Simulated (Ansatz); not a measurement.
# CH5SSi: the cost of one run

Program: Ansatz 0.2.0. Level of theory: RHF/def2-TZVP. These are calculated values, not measurements.

## 1. Starting point

Bond lengths: Si1–C2 1.787 Å, C2–S3 1.762 Å, Si1–H4 1.451 Å, Si1–H5 1.447 Å, C2–H6 1.079 Å, S3–H7 1.363 Å, S3–H8 1.362 Å. Angles: Si1–C2–S3 123.2°, Si1–C2–H6 122.7°, S3–C2–H6 114.1°, C2–Si1–H4 120.6°, C2–Si1–H5 118.5°, H4–Si1–H5 120.9°, C2–S3–H7 101.0°, C2–S3–H8 100.8°, H7–S3–H8 91.1°.

Structure file:

```xyz
8

Si   -0.8664    0.9827   -0.9890
C     0.1202    0.2449    0.3049
S     0.5716   -1.4582    0.3234
H    -1.3433    0.1829   -2.1021
H    -1.1783    2.3929   -0.8998
H     0.4945    0.8083    1.1458
H     1.9041   -1.3719    0.5987
H     0.2977   -1.7817    1.6181
```

## 2. End point A

input.yaml reads:

```yaml
crystal:
  periodic: [false, false, false]
  atoms:
    - { symbol: Si, position_ang: [-0.86644, 0.98272, -0.98902] }
    - { symbol: C, position_ang: [0.12021, 0.24491, 0.30488] }
    - { symbol: S, position_ang: [0.57159, -1.45818, 0.32342] }
    - { symbol: H, position_ang: [-1.34332, 0.18287, -2.10205] }
    - { symbol: H, position_ang: [-1.17833, 2.39292, -0.89983] }
    - { symbol: H, position_ang: [0.49446, 0.80834, 1.14575] }
    - { symbol: H, position_ang: [1.90411, -1.37187, 0.59871] }
    - { symbol: H, position_ang: [0.29772, -1.78171, 1.61814] }
total_charge: 1
basis:
  gaussian: { orbitals: def2-TZVP }
hamiltonian:
  xc: hf
relax:
  f_tol: 0.015
  max_steps: 40
output:
  orbitals: {}
```

The run is started by

```
> ansatz run input.yaml --threads 2 --pin off --max-ram 3072MiB --backend cpu --events-out ev --progress --plain --runs-dir out
```

Q: Estimate wall time and peak memory on 2 threads of Intel Xeon Platinum 8488C (Sapphire Rapids), shared host.

About 12 s, with a peak of 0.3 GiB.
